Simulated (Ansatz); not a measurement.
Process, species as SMILES: NCC [ethanamine] + 2 [H][H] (H2) -> 2 C (CH4) + N (NH3)

Quantity: energy of full hydrogenation (enthalpy at 298 K), in kcal/mol. Conventions: frozen cores in correlated levels; six Cartesian d functions in 6-31G* and its kin unless marked 5d; 6-311+G** with 5d; non-relativistic; no spin-orbit coupling; LANL2DZ all-electron up to Ne. Basis-set limits of correlation are two-point, X^-3; Hartree-Fock from the larger set. The bracket is a focal-point correction in the basis named. First-principles rows: single points at B3LYP-D3(BJ) geometries (Ansatz, a quantum-chemistry and plane-wave program), with unscaled harmonic terms from B3LYP/6-31G* at its own minima.

Measured values: Active Thermochemical Tables 1.112 (ions: stationary electron), as tabulated in the package chemicals; G2/97 table in ASE (Curtiss et al.); they hold spin-orbit and core effects, anharmonicity and other conformers. 

Value to compare with, the measured value: -35.2 kcal/mol.

```csv
level,program,energy of full hydrogenation (enthalpy at 298 K) (kcal/mol),error
HF/STO-3G,Ansatz,-31.1,4.1
HF/3-21G,Ansatz,-40.8,-5.6
HF/LANL2DZ,Ansatz,-45.2,-10.0
HF/6-31G*,Ansatz,-39.4,-4.2
HF/6-311+G**,Ansatz,-40.2,-5.0
"RI-MP2/CBS(aug-cc-pVTZ,aug-cc-pVQZ)+[CCSD(T)-MP2]/aug-cc-pVTZ",Ansatz,-34.1,1.1
```

Among the 5 habitual levels, HF/LANL2DZ lies farthest from the measured value (-10.0 kcal/mol); 1 of 5 lie above it, and their mean absolute error is 5.8 kcal/mol, the median 5.0. One case shows no general order.

The sets are all those run for this method; runs whose electronic state is in doubt are left out.
